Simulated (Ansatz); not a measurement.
**RePd₂: from a trial structure to a relaxed crystal**

Method: DFT PBE, scalar-relativistic, plane waves, PAW in Ansatz. Cutoff 420 eV, Γ-centred k mesh, Gaussian smearing, no spin polarisation in the final step.

The start puts RePd₂ on the rutile structure type (P4_2/mnm, No. 136), with Re in place of Ti, Pd in place of O, at a guessed volume.

```yaml
crystal:
  lattice:
    - [5.21039, 0.00000, 0.00000]
    - [0.00000, 5.21039, 0.00000]
    - [0.00000, 0.00000, 3.35602]
  atoms:
    - { symbol: Re, position: [0.00000, 0.00000, 0.00000] }
    - { symbol: Re, position: [0.50000, 0.50000, 0.50000] }
    - { symbol: Pd, position: [0.30600, 0.30600, 0.00000] }
    - { symbol: Pd, position: [0.19400, 0.80600, 0.50000] }
    - { symbol: Pd, position: [0.69400, 0.69400, 0.00000] }
    - { symbol: Pd, position: [0.80600, 0.19400, 0.50000] }
```

Cell and atoms relax at zero pressure; the relaxation can't lower the symmetry of the start. After a coarse first stage the cell is made exact in the group found at 0.06 Å.

Formation energies are uncorrected and refer to the elements' standard structures at the same level.

(1) What does it relax into?

(2) What are its volume, energy, density and gap?

Results:

(1) It keeps P4_2/mnm (No. 136). The result has the rutile structure. Conventional cell: a = 5.486 Å, c = 4.117 Å. Re has 6 Pd at 2.41–2.53 Å; Pd has 3 Re at 2.41–2.53 Å and 1 Pd at 2.95 Å.

```cif
data_structure
_symmetry_space_group_name_H-M 'P4_2/mnm'
_symmetry_Int_Tables_number 136
_cell_length_a 5.4857
_cell_length_b 5.4857
_cell_length_c 4.1173
_cell_angle_alpha 90.000
_cell_angle_beta 90.000
_cell_angle_gamma 90.000
_cell_volume 123.90
loop_
_atom_site_label
_atom_site_type_symbol
_atom_site_symmetry_multiplicity
_atom_site_Wyckoff_symbol
_atom_site_fract_x
_atom_site_fract_y
_atom_site_fract_z
_atom_site_occupancy
Re1 Re 2 a 0.00000 0.00000 0.00000 1
Pd1 Pd 4 f 0.31002 0.31002 0.00000 1
```

(2) The volume per atom is 20.65 Å³. The density is 10.70 g/cm³, the energy over the elements is 1.34 eV/atom and the gap on the 8×8×10 mesh is 0 eV (a metal).

The final run used a 8×8×10 mesh on its 6-atom cell and 0.10 eV smearing. For metals, differences of a few meV/atom aren't resolved. Spin–orbit coupling is left out. Symmetry constrained the relaxation, so the result can be a saddle point.

Cost: 3 runs of about 5.9 core-minutes in all, on Intel Xeon Platinum 8259CL (Skylake/Cascade Lake) (shared hosts).